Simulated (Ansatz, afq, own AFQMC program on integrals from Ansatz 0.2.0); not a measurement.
## GeNH₃, triplet in cc-pVDZ, levels against AFQMC with the constraint released

```yaml
atoms:
  - { symbol: Ge, position_ang: [-0.3105, -0.0024, 0.0010] }
  - { symbol: N, position_ang: [1.7814, 0.0135, -0.0056] }
  - { symbol: H, position_ang: [-0.8028, 1.4533, 0.0040] }
  - { symbol: H, position_ang: [-0.7822, -0.7370, 1.2655] }
  - { symbol: H, position_ang: [-0.7902, -0.7344, -1.2621] }
```

Connectivity, by distances: GeH3–N.

Basis cc-pVDZ. Noble-gas cores (and the filled d shells of Ga–Kr and In–Xe) are frozen. AFQMC by an in-house program on the Cholesky factors that Ansatz 0.2.0 writes for its CCSD(T) run. ph-AFQMC/CISD is guided by a CISD state made of CCSD amplitudes; releasing the constraint for a short imaginary time cuts its bias at the price of noise, slowly where states lie close. Free projection: walkers drawn from exp(T), propagated without any constraint. Its projection time is finite, and what remains of the start isn't in its error. Error bars are statistical, one sigma. No spin–orbit coupling.

Determinant: UHF, the one that the program's search chose, which needn't be the lowest solution. The geometry is a point of a scan.

No full CI on the walks' own integrals is used here. The released AFQMC energy serves as the reference, which it does only where one determinant dominates, the energy is flat over the last release times and near the phaseless one (40 meV or 2 meV an electron, half that with transition metals). On small molecules, where full CI could be run and the noise was under 10 meV, such values lay within 10 meV of it in 19 cases of 20, a flattering rate, since the rule was set on those same cases; what remains of the bias isn't in the error bar.

Cautions: no relativity below Rb; no spin-orbit coupling; inner d shell frozen; lower spins were not checked; unrestricted determinant slightly spin contaminated (⟨S²⟩ 2.06 against 2.00); the released value is read at 2.40 1/Eh with a noise of 17 meV, more than in the cases checked (meV from the phaseless value at times in 1/Eh: -15 ± 12 at 0.24, -16 ± 11 at 0.51, -7 ± 11 at 0.99, -35 ± 15 at 1.62, -34 ± 17 at 2.40).

```
T1 diagnostic                               : 0.0185
weight of the determinant in the CISD state : 0.882
⟨S²⟩ of the determinant                     : 2.058
size of the correlated space                : 12 electrons in 41 orbitals
```

Reference: AFQMC with the constraint released, correlation energy -6.697 ± 0.017 eV.

| level | E − E(reference) (mEh) | share of correlation (%) |
| --- | --- | --- |
| HF | 246.11 ± 0.62 | 0.00 |
| MP2 | 49.83 ± 0.62 | 79.75 |
| CCSD | 6.88 ± 0.62 | 97.20 |
| CCSD(T) | 1.56 ± 0.62 | 99.36 |
| ph-AFQMC/HF | -0.40 ± 2.29 | 100.16 |
| ph-AFQMC/CISD | 1.26 ± 0.71 | 99.49 |
| free AFQMC | -0.31 ± 0.78 | 100.12 |

Free projections are given only where their last times agree within the noise and don't stop above the reference; a slow remainder of the start can still hide under it. A walk keeps the symmetry of its determinant, which the program's search chose and which needn't be the lowest solution, so a lower state of the same spin and another symmetry isn't excluded. Released energies are given only where the last usable release times agree within the noise; a slower fall can still hide under it.
